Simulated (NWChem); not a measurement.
# Li$_{2}$; SMILES [Li][Li]

Program: NWChem. Coordinates come from a B3LYP/6-31G* (spherical d) optimisation. B3LYP is NWChem's, with the RPA form of VWN correlation. Ions are spin-unrestricted doublets at the neutral geometry; other ion states weren't tried.

```csv
level,"vertical ionisation energy, ΔSCF (eV)",−ε(HOMO) (eV),ΔSCF minus −ε(HOMO) (eV)
B3LYP/def2-SVP,5.31,3.60,1.71
PBE/def2-SVP,5.24,3.18,2.06
BHandHLYP/def2-SVP,5.16,4.15,1.01
CAM-B3LYP/def2-SVP,5.26,4.55,0.71
M06-2X/def2-SVP,5.39,4.22,1.17
```
